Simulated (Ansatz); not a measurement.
C3H3F3, SMILES FC1CC1(F)F, a geometry optimisation

Program: Ansatz 0.2.0 through its Python package.

Input file `c3h3f3.xyz`:
```text
9

F    -1.44480   -0.95060    0.95000
C    -0.39500   -0.08800    0.77490
C     0.64390   -0.56160   -0.18370
C    -0.11410    0.60190   -0.52690
F    -1.09920    0.47220   -1.56300
F     0.35140    1.87130   -0.58640
H    -0.10470    0.42150    1.69590
H     0.54010   -1.47550   -0.70030
H     1.71100   -0.33750    0.12220
```

The cells in order, each with its output:

```python
import ansatz as az
import numpy as np
```

```python
geometry = az.Crystal.molecule_from_extxyz("c3h3f3.xyz")
```

```python
base = (
    geometry.calculation()
    .basis(gaussian="def2-SVP")
    .functional("pbe")
)
symbols = [site.symbol for site in geometry.cartesian_sites]
start = np.array([site.position_ang for site in geometry.cartesian_sites], dtype=float)
def progress(event):
    if event["event"] == "relax_step":
        row = event["data"]
        print(f"step {row['step']:3d}  E = {row['lagrangian_ev']:.6f} eV  max force {row['allowed_force_max_ev_ang']:.4f} eV/A")


r = base.relax(force_tolerance=0.005).session().plan().execute(on_event=progress).report
end = np.array(r["positions_ang"])
```

    step   1  E = -11288.408771 eV  max force 3.7886 eV/A
    step   2  E = -11288.680959 eV  max force 1.8779 eV/A
    step   3  E = -11288.760807 eV  max force 0.3774 eV/A
    step   4  E = -11288.767612 eV  max force 0.0886 eV/A
    step   5  E = -11288.771045 eV  max force 0.0510 eV/A
    step   6  E = -11288.771409 eV  max force 0.0344 eV/A
    step   7  E = -11288.771646 eV  max force 0.0093 eV/A
    step   8  E = -11288.771659 eV  max force 0.0035 eV/A

```python
for key in ("converged", "free_energy_ev", "reference_energy_ev", "n_frozen", "n_occupied", "n_virtual"):
    print(f"{key:22s} {r[key]}")

print("bond        before    after (A)")
for i, j in [(0, 1), (1, 2), (1, 3), (1, 6), (2, 3), (2, 7), (2, 8), (3, 4), (3, 5)]:
    d0, d1 = (np.linalg.norm(xyz[i] - xyz[j]) for xyz in (start, end))
    print(f"{symbols[i]}{i}-{symbols[j]}{j}".ljust(10), f"{d0:8.4f} {d1:8.4f}")
for i, j, k in [(0, 1, 2), (0, 1, 3), (0, 1, 6), (2, 1, 3), (2, 1, 6), (3, 1, 6), (1, 2, 3), (1, 2, 7)]:
    u, v = end[i] - end[j], end[k] - end[j]
    print(f"angle {symbols[i]}{i}-{symbols[j]}{j}-{symbols[k]}{k}: {np.degrees(np.arccos(np.clip(u @ v / np.linalg.norm(u) / np.linalg.norm(v), -1, 1))):.2f} deg")
```

    converged              True
    free_energy_ev         -11288.771680873097
    reference_energy_ev    -11288.771680873097
    n_frozen               0
    n_occupied             [24, 24]
    n_virtual              [75, 75]
    bond        before    after (A)
    F0-C1        1.3700   1.3616
    C1-C2        1.4908   1.5333
    C1-C3        1.4999   1.4945
    C1-H6        1.0918   1.1051
    C2-C3        1.4304   1.4962
    C2-H7        1.0549   1.1018
    C2-H8        1.1325   1.1011
    C3-F4        1.4355   1.3482
    C3-F5        1.3534   1.3535
    angle F0-C1-C2: 118.20 deg
    angle F0-C1-C3: 118.96 deg
    angle F0-C1-H6: 113.48 deg
    angle C2-C1-C3: 59.21 deg
    angle C2-C1-H6: 118.43 deg
    angle C3-C1-H6: 118.33 deg
    angle C1-C2-C3: 59.10 deg
    angle C1-C2-H7: 115.49 deg

What to keep in mind:
- Total energies depend on the basis set; only differences at equal settings carry meaning.
- The end point is the stationary point reached from this start; no frequency run checks that it is a minimum, and the basis set is modest.
- Hardware and time: 25 s on 1 thread of Arm Neoverse V2 (shared host), peak memory 0.26 GiB.

(Lines on the test bed's own set-up are left out of the output.)
